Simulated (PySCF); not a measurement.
Static response to an electric field

C4H3NO.
Cartesian coordinates in Å at the PBE0-D3(BJ)/def2-SVP level; atoms count from 1:
```
atom  x, y, z in Å
C1    -1.6371    0.0970   -0.0269
C2    -0.3848   -0.1704   -0.4125
C3     0.7511    0.1727    0.4703
O4     0.6570    0.7036    1.5495
C5     2.0852   -0.1872   -0.0566
N6     3.1328   -0.4666   -0.4624
H7    -1.8183    0.5696    0.9431
H8    -2.4950   -0.1457   -0.6575
H9    -0.1581   -0.6426   -1.3726
```

Level: B3LYP/def2-SVPD (PySCF), static field, nuclei fixed, core orbitals frozen in the response. The polarisability tensor in these axes (au):

```
x   81.64 -5.02 -3.33
y   -5.02 38.65  7.24
z   -3.33  7.24 49.21
```

Problem. What are the eigenvalues, a third of the trace, and Δα (Δα² = ½Σ(αi − αj)² over the three pairs)?

Solution. Principal values 34.78, 51.99 and 82.74 au; mean 56.50 au = 8.37 Å³ = 9.32 × 10⁻⁴⁰ C²·m²/J; Δα = 42.09 au (74 % of the mean).

Problem. What is the dipole moment, and where does it point?

Solution. (-4.04, -0.36, -1.37) D, 4.28 D in size, pointing from the negative to the positive side. Measured along this direction, the outermost atoms are N6 at the negative end and H8 at the positive end.

Problem. Molar refractivity from α?

Solution. Lorentz–Lorenz: R = (4π/3)N_A α = 2.5225 cm³/(mol·Å³) × 8.37 Å³ = 21.1 cm³/mol, in the limit of long wavelengths.

Problem. What are the principal values of the traceless quadrupole moment, Θ = ½Σq(3rr − r²1), about the centre of nuclear charge?

Solution. -6.45, 2.56, 3.90 D·Å. The values depend on the origin, since the dipole doesn't vanish. The electronic extent ⟨r²⟩ about the same centre is 586 bohr², a root-mean-square distance of 1.98 Å for the 42 electrons.

Problem. Find the Langevin capture rate constant for O2+ (31.990 u) meeting this molecule (81.021 u), k = 2.342 × 10⁻⁹ cm³/s × √(α in Å³ / reduced mass in u).

Solution. The reduced mass is 22.93 u, so k = 1.42 × 10⁻⁹ cm³/s. The formula leaves out the permanent dipole, which adds to the capture rate.

Problem. Orientational against electronic polarisability at 250 K (dilute gas, rigid molecules)?

Solution. In Gaussian units μ²/3kT = 177.15 Å³ against 8.37 Å³, a ratio of 21.16; the Debye molar polarisation (4π/3)N_A(α + μ²/3kT) is 468.0 cm³/mol, leaving out the vibrational part.

Isolated species at its PBE0-D3(BJ)/def2-SVP geometry (one conformer only).
